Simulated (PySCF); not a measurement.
C2H3NO.
Numbering: `[H]/[N:1]=[CH:2]\[CH:3]=[O:4]` (hydrogens: H5 on N1; H6 on C2; H7 on C3)

The calculation used EOM-IP-CCSD/aug-cc-pVDZ in PySCF, restricted Hartree–Fock reference, 4 core orbitals frozen, non-relativistic, gas phase, PBE0-D3(BJ)/def2-SVP geometry.

Hartree–Fock orbital energies give these Koopmans values (eV): HOMO 11.86, HOMO-1 12.78, HOMO-2 13.81, HOMO-3 15.69, HOMO-4 16.89, HOMO-5 18.63, HOMO-6 19.50.

Question: What vertical ionisation energies does EOM-IP-CCSD give?

Answer: 
```json
{"leading hole (HF orbital)": "HOMO", "Koopmans (eV)": "11.86", "EOM-IP-CCSD (eV)": "10.32", "change (eV)": "-1.54", "one-hole share": "0.95"}
{"leading hole (HF orbital)": "HOMO-2", "Koopmans (eV)": "13.81", "EOM-IP-CCSD (eV)": "11.90", "change (eV)": "-1.91", "one-hole share": "0.93"}
{"leading hole (HF orbital)": "HOMO-1", "Koopmans (eV)": "12.78", "EOM-IP-CCSD (eV)": "12.70", "change (eV)": "-0.08", "one-hole share": "0.95"}
{"leading hole (HF orbital)": "HOMO-3", "Koopmans (eV)": "15.69", "EOM-IP-CCSD (eV)": "15.13", "change (eV)": "-0.56", "one-hole share": "0.93"}
{"leading hole (HF orbital)": "HOMO-4", "Koopmans (eV)": "16.89", "EOM-IP-CCSD (eV)": "15.39", "change (eV)": "-1.50", "one-hole share": "0.95"}
{"leading hole (HF orbital)": "HOMO-5", "Koopmans (eV)": "18.63", "EOM-IP-CCSD (eV)": "16.35", "change (eV)": "-2.28", "one-hole share": "0.93"}
{"leading hole (HF orbital)": "HOMO-6", "Koopmans (eV)": "19.50", "EOM-IP-CCSD (eV)": "17.65", "change (eV)": "-1.85", "one-hole share": "0.93"}
```

Question: Does the order of the lines follow the orbital energies?

Answer: No: the HOMO-2 hole (11.90 eV) falls below the HOMO-1 hole (12.70 eV). The corrections run from -2.28 to -0.08 eV, with a mean of -1.39 eV over the 7 lines; no line lies above its Koopmans value. Koopmans values leave out both the relaxation of the orbitals and the change in correlation energy.

Question: At what kinetic energies would He I light (21.22 eV) eject these electrons?

Answer: 10.90 eV (HOMO), 9.32 eV (HOMO-2), 8.52 eV (HOMO-1), 6.09 eV (HOMO-3), 5.83 eV (HOMO-4), 4.87 eV (HOMO-5), 3.57 eV (HOMO-6).

Question: What total energy has the lowest final state, and which wavelength reaches it?

Answer: E(CCSD) + ionisation energy = -207.44151 + 0.37918 = -207.06233 Eh, at the geometry of the initial state. The threshold wavelength is 1239.84 eV nm/10.32 eV = 120.1 nm.

One root was sought for each valence orbital with −ε under 21 eV, eight at most, so deeper holes and satellites are missing; no vibrational structure.

Shape of the structure used: `[H]/[N:1]=[CH:2]\[CH:3]=[O:4]`: N1–C2–C3–O4 -179°.

One conformer stands for the species.
